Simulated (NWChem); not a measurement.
# Total energies of carbon tetrachloride (CCl4)

```
C
Cl 1 1.7875
Cl 1 1.7875 2 109.47
Cl 1 1.7875 2 109.47 3 120.00
Cl 1 1.7875 2 109.47 4 120.00
```
Charge 0, spin multiplicity 1.

Everything below was run with NWChem. The geometry was optimised at B3LYP/def2-SVP, a minimum by its harmonic frequencies.

Basis set: STO-3G (41 functions).

```
method   total energy (Ha)
-------  -----------------
RHF            -1855.67605
MP2            -1855.77802
B2PLYP         -1857.64636
PBE            -1857.50497
B3LYP          -1858.32789
BP86           -1858.44082
CCSD(T)        -1855.79842
```

Total energies of different functionals aren't comparable as a measure of quality: only differences taken within one method are. 

The correlated methods keep 21 core orbitals frozen. B3LYP has NWChem's definition, with VWN1-RPA local correlation. Coupled-cluster values serve here as a point of comparison, not as the truth.
